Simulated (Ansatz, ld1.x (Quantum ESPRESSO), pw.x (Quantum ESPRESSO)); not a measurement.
## Ni: does the PAW potential hold in the solid?

```
Element                 : nickel
Generator               : ld1.x (Quantum ESPRESSO) 7.5
Type                    : PAW
Functional              : LDA (PW92)
Relativity              : scalar-relativistic
Frozen core             : [Ne]
Valence charge          : 18
Reference configuration : 3s2 3p6 3d8 4s1.75 4p0.25
Partial waves           : 3s (bound): rcut 1.00, rcutus 1.15 bohr; 4s (bound): rcut 1.00, rcutus 1.15 bohr; 3p (bound): rcut 1.25, rcutus 1.45 bohr; 4p (bound): rcut 1.25, rcutus 1.45 bohr; 3d (bound): rcut 1.30, rcutus 1.45 bohr; 3d channel at 2.1 Ry: rcut 1.30, rcutus 1.45 bohr
Local potential         : all-electron potential smoothed inside 1.00 bohr (lloc = -1)
Core correction         : a·sin(br)/r model core inside 0.70 bohr
Augmentation charge     : GAUSS, radius 1.05 bohr
```

Crystal test: diamond Ni in pw.x 7.5, no spin, 9³ k-points, Fermi–Dirac smearing 0.01 Ry, cutoffs 110/880 Ry. The lattice is a test structure that the element need not adopt, and mesh and smearing are coarse. Spin polarisation and strong correlation are left out, which matters for this element.

pw.x input:

```
&control
  calculation='scf', prefix='x', pseudo_dir='./', outdir='./tmp', tstress=.true., disk_io='none'
/
&system
  ibrav=0, nat=2, ntyp=1, ecutwfc=110, ecutrho=880, nbnd=28,
  occupations='smearing', smearing='fd', degauss=0.01
/
&electrons
  conv_thr=1e-09, mixing_beta=0.4, electron_maxstep=70
/
ATOMIC_SPECIES
Ni 1.0 Ni.UPF
CELL_PARAMETERS angstrom
  0.00000000 2.47080710 2.47080710
  2.47080710 0.00000000 2.47080710
  2.47080710 2.47080710 0.00000000
ATOMIC_POSITIONS crystal
Ni 0.0000 0.0000 0.0000
Ni 0.2500 0.2500 0.2500
K_POINTS automatic
9 9 9 0 0 0
```

```bash
pw.x < Ni.scf.in > Ni.scf.out
```

**Question.** How does the run end?

**Answer.** Failed (cdiaghg: S matrix not positive definite). The atomic test gives a lowest overlap eigenvalue of -3.38 in the p channel. The ghost test of this file was not conclusive. Its overlap operator is not positive definite. Atomic configuration tests: 1 of 9 tests not solved or not reliable. The log shows:

```
Message from routine setup:
     using ibrav=0 with symmetry is DISCOURAGED, use correct ibrav instead
     lattice parameter (alat)  =       6.6032  a.u.
     unit-cell volume          =     203.5838 (a.u.)^3
     number of electrons       =        36.00
     number of Kohn-Sham states=           28
     kinetic-energy cutoff     =     110.0000  Ry
     charge density cutoff     =     880.0000  Ry
     scf convergence threshold =      1.0E-09
     Exchange-correlation= SLA  PW   NOGX NOGC
     number of k points=    35  Fermi-Dirac smearing, width (Ry)=  0.0100
     iteration #  1     ecut=   110.00 Ry     beta= 0.40
     Error in routine cdiaghg (104):
     S matrix not positive definite
```
